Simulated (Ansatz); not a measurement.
This geometry of C2H5FN2 (10 atoms, charge 0, multiplicity 1) is a first-order saddle point.

Theory: RKS B3LYP/def2-SVP in Ansatz.

```xyz
10
Properties=species:S:1:pos:R:3
C -1.587 0.410 0.568
N -0.230 0.304 0.238
C 0.914 0.182 -0.155
N 1.515 -0.824 -0.879
F 1.892 1.148 0.064
H -1.906 1.452 0.769
H -1.808 -0.170 1.484
H -2.252 0.007 -0.223
H 2.527 -0.858 -0.912
H 1.018 -1.701 -0.952
```

(1) Which two structures does it join? (They come from a converged band through this point; their orientation in space is the band's.)

(2) How far does it lie above each of them?

## Answers

(1) No bond is made or broken. The dihedral C1–N2–C3–F5 changes from -3 to -180° by way of a nearly straight angle C1–N2–C3 (up to 175°), not by a turn about the bond.

Initial state:

```xyz
10
Properties=species:S:1:pos:R:3
C -1.484 0.454 0.588
N -0.484 -0.463 0.095
C 0.677 -0.088 -0.197
N 1.714 -0.899 -0.575
F 1.103 1.203 -0.136
H -1.143 1.502 0.667
H -1.831 0.130 1.584
H -2.369 0.431 -0.071
H 2.448 -0.476 -1.131
H 1.451 -1.845 -0.821
```

Final state:

```xyz
10
Properties=species:S:1:pos:R:3
C -1.338 0.231 0.434
N -0.043 0.717 0.848
C 0.982 0.278 0.271
N 1.119 -0.658 -0.721
F 2.192 0.720 0.655
H -1.524 0.359 -0.654
H -2.133 0.779 0.961
H -1.475 -0.845 0.663
H 2.006 -0.712 -1.205
H 0.297 -0.919 -1.249
```

(2) 69.2 kJ/mol above the first and 58.4 kJ/mol above the second. This is the barrier of this one path; another mechanism may lie lower.

Time of the run: 6.6 min on 2 threads of Arm Neoverse V2 (shared host), peak memory 0.2 GiB.
